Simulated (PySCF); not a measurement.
# CH4FO: the cost of one run

Computed with PySCF 2.14.0; each step states its level. No surroundings beyond the atoms listed, unless a continuum is named. Atoms count from 0, parts from 1.

## 1. The system as given

7 atoms, charge -1, multiplicity 1; geometry: GFN2-xTB. Parts: 1 = atoms 0–5, `CO`, charge 0; 2 = atom 6, `[F-]`, charge -1.

## 2. Optimising the geometry at PBE0-D3(BJ)/def2-TZVPD

Job settings and geometry (Å):

```
{"job": {"xc": "PBE0", "basis": "def2-TZVPD", "d3": "d3bj", "grid": 3, "kind": "geom", "shake": 0.01}, "charge": -1, "multiplicity": 1, "parts": [{"atoms": "0-5", "charge": 0, "multiplicity": 1}, {"atoms": "6-6", "charge": -1, "multiplicity": 1}]}
C     -0.423829    -0.057880     0.007665
O      0.912479    -0.223662     0.072977
H     -0.959355    -0.250235     0.963594
H     -0.855833    -0.712229    -0.748349
H     -0.716534     0.985500    -0.290479
H      1.364077     0.761570     0.075525
F      1.808040     2.061786     0.037648
```

The run is started by

```sh
> OMP_NUM_THREADS=1 python cluster_run.py task.json out
```

The driver reads the jobs from task.json and runs them one after another.

Q: Estimate the wall time and peak memory of this first job on 1 thread of Arm Neoverse N1, shared host.

About 2.3 min, with a peak of 0.57 GiB.
